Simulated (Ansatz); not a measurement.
# Energy on a grid of two coordinates

C₂H₂B (SMILES B=C=[CH]), doublet, PBE0-D4/def2-TZVP minimum:

```xyz
5
angstrom
B -1.2730 0.5461 -0.0719
C 0.0728 0.0140 -0.0775
C 1.2221 -0.3860 -0.1804
H -2.2466 0.5628 0.5965
H 2.2247 -0.7370 -0.2668
```

Rows set the bond length B1–C2 (Å; 1.447 at the minimum), columns the bond length C3–H5 (Å; 1.066), set in this order; the parts move rigidly, in a bend the first-named atom's side turns in the plane, and in a torsion the whole end group turns. CCSD(T) energies count from the value at that structure, in kJ/mol. Computed with Ansatz 0.2.0 (basis: def2-TZVPP); correlated methods freeze the cores; orbitals are unrestricted.

```tsv
B1–C2 \ C3–H5	0.959	0.990	1.036	1.089	1.148	1.211	1.279
1.245	137.5	123.4	112.6	?	122.1	142.1	170.8
1.307	77.0	62.9	52.1	51.4	61.7	81.7	110.4
1.397	34.1	20.0	9.2	?	18.7	38.7	67.4
1.503	28.2	14.1	3.3	2.6	12.8	32.8	61.4
1.621	54.9	40.8	30.0	29.2	39.4	59.4	88.0
1.747	–	–	–	–	88.1	108.0	?
```

**Question.** Fill in the withheld cells. (An estimate is asked for; the value comes from the calculation.)

**Answer.** The calculation gives: (1.245, 1.089): 111.9; (1.397, 1.089): 8.5; (1.747, 1.279): 136.6 kJ/mol. These count from the CCSD(T) energy at the PBE0-D4 minimum.

The same grid for a cheaper method: PBE-D4 − CCSD(T), both counted from the minimum, in kJ/mol:
```tsv
B1–C2 \ C3–H5	0.959	0.990	1.036	1.089	1.148	1.211	1.279
1.245	-9.8	-10.4	-11.4	-12.6	-13.9	-15.3	-16.8
1.307	-5.9	-6.5	-7.5	-8.7	-10.0	-11.4	-12.9
1.397	-0.6	-1.2	-2.2	-3.3	-4.7	-6.1	-7.5
1.503	5.2	4.6	3.6	2.4	1.1	-0.4	-1.8
1.621	10.5	9.9	8.9	7.7	6.3	4.9	3.5
1.747	–	–	–	–	10.5	9.1	7.6
```

The T1 diagnostic stays at or below 0.044. ⟨S²⟩ of the unrestricted Hartree–Fock references: 0.85 to 0.97 (a pure state has 0.75). The unrestricted reference is spin-contaminated, which hurts MP2 most.

For scale, one of the runs: CCSD(T)/def2-TZVPP, 121 basis functions (an equivalent command: `ansatz run in.yaml --threads 2`). Hardware: 2 CPU threads, shared host. Wall time 18 s; peak host memory 1.1 GiB.
